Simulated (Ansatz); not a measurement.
Reactions of `NN`.

Program: Ansatz. Geometries: PBE0-D4/def2-TZVP. ΔE: electronic, gas phase. CCSD(T)/CBS is extrapolated from def2-TZVPP and def2-QZVPP, frozen cores. Functionals use def2-TZVPP. No spin–orbit coupling; open shells (•) take unrestricted orbitals. Spin–orbit coupling would lower the free atoms: a little for Cl, F.

```
                          reaction  MP2/CBS(def2) (eV)  revPBE-D4 (eV)  B2PLYP (eV)  PBE0-D4 (eV)
       `NN` + Cl• → `[NH]N`• + HCl               -0.69           -0.96        -0.79         -0.88
`NN` + `[SiH3]`• → `[NH]N`• + SiH₄               -0.11           -0.35        -0.37         -0.31
        `NN` + F• → `[NH]N`• + H–F               -2.36           -2.39        -2.25         -2.23
                `NN` → 4 H• + 2 N•               19.10           19.05        18.88         18.99
              `NN` → H• + `[NH]N`•                4.00            3.57         3.75          3.67
```

(1) Give the CCSD(T)/CBS values in the same order. (Estimate.)

Largest T1 diagnostic: 0.021, for `[NH]N`•.

## Answers

(1) Computed: -0.76, -0.29, -2.25, 18.99, 3.90 eV.
